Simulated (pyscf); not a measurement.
# Four-centre exchange: F–Sn(F)(F)–F + HCl → HF + F–Sn(F)(F)–Cl

Gas phase, singlet surface, charge 0. Bonds broken: F1–Sn2, Cl6–H7. Bonds formed: F1–H7, Sn2–Cl6. Single points on ωB97X-D3(BJ)/def2-SVP structures (PySCF, gas phase).

Transition state (Å):

```xyz
7

F      0.4565     0.4093     0.8635
Sn    -1.1919    -0.3092    -0.1207
F     -0.9808    -1.8670    -1.1946
F     -2.5348     0.9745    -0.5349
F     -1.8769    -1.0665     1.4897
Cl     0.4545     0.9375    -1.6658
H      0.8414     0.8597    -0.2454
```

One imaginary mode, 593i cm⁻¹; descent along it reached the two sides named, in the forms told below.

```tsv
bond	change	reactant side (Å)	saddle	product side
F1–Sn2	breaks	1.923	2.050	2.456
Cl6–H7	breaks	1.292	1.474	2.408
F1–H7	forms	2.146	1.257	0.936
Sn2–Cl6	forms	2.9	2.579	2.319
```

Electronic energies relative to the separated reactants (kJ/mol):

```
level                   barrier  reaction energy  reverse barrier
----------------------  -------  ---------------  ---------------
ωB97X-D3(BJ)/def2-TZVP      5.8            -49.7             55.5
PBE/def2-TZVP              -1.0            -36.0             35.0
r²SCAN/def2-TZVP           -4.6            -37.1             32.5
B3LYP-D3(BJ)/def2-TZVP     11.8            -40.5             52.3
PBE0-D3(BJ)/def2-TZVP       3.7            -45.9             49.5
M06-2X/def2-TZVP            9.6            -44.2             53.8
ωB97M-D3(BJ)/def2-TZVP     18.9            -38.4             57.2
HF/def2-TZVP               81.1            -42.4            123.6
```

With ωB97M-D3(BJ)/def2-TZVP energies and thermal terms (ideal gas, 1 atm, RRHO with modes under 100 cm⁻¹ raised to 100, one conformer, R ln 2 for chiral ones without a mode under 150 cm⁻¹), in kJ/mol:

| T (K) | ΔH‡ | ΔG‡ | ΔH | ΔG |
|---|---|---|---|---|
| 298 | 15.5 | 55.1 | -33.2 | -35.6 |
| 600 | 15.2 | 95.4 | -32.7 | -38.2 |
| 900 | 16.7 | 135.3 | -32.6 | -41.0 |
| 1200 | 18.6 | 174.5 | -32.9 | -43.8 |

On the reactant side the descent ends in an adduct with a Cl–Sn contact, 29.7 kJ/mol under the separated species and 35.5 kJ/mol under the saddle at ωB97X-D3(BJ)/def2-TZVP. On the product side the descent ends in an adduct with a F–Sn contact (not fully relaxed), 22.2 kJ/mol under the separated species and 77.7 kJ/mol under the saddle at ωB97X-D3(BJ)/def2-TZVP. At PBE, r²SCAN the saddle lies under the separated reactants, which points to a path from their complex (located at ωB97X-D3(BJ) alone). What is counted as formed (Cl–Sn) is already present as a longer contact in the reactant adduct; forming that adduct is a step of its own. What is counted as broken (F–Sn) persists as a longer contact in the product adduct; parting that adduct is a step of its own. This is the saddle that the search found; another between the same sides may lie lower. Elements past Kr carry the def2 core potentials, without spin-orbit coupling.
